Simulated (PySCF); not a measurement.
carbonyl sulfide (COS), SMILES O=C=S.

Geometry: B3LYP-D3(BJ)/def2-TZVP.

Two levels are set side by side: TDDFT-PBE/def2-TZVPD (PySCF) and TDDFT-LC-ωPBE/def2-TZVPD (PySCF). Vertical, same geometry. The lowest singlet is HOMO→LUMO 50 %, HOMO−1→LUMO+1 50 % with PBE and HOMO−1→LUMO+1 45 %, HOMO→LUMO 45 % with the other functional; states are paired by order. Differences are taken from unrounded values.

| quantity | TDDFT-LC-ωPBE | TDDFT-PBE | TDDFT-PBE minus TDDFT-LC-ωPBE |
|---|---|---|---|
| lowest singlet excitation (eV) | 5.40 | 5.55 | 0.15 |
| lowest triplet excitation (TDA) (eV) | 4.69 | 4.77 | 0.09 |
| first bright state (f over 0.05) (eV) | 8.43 | 7.98 | -0.45 |
| its oscillator strength | 0.70 | 0.42 | -0.28 |

Rough cost on one machine, each run with all the roots and properties that it gave: TDDFT-LC-ωPBE against TDDFT-PBE about 3 times.
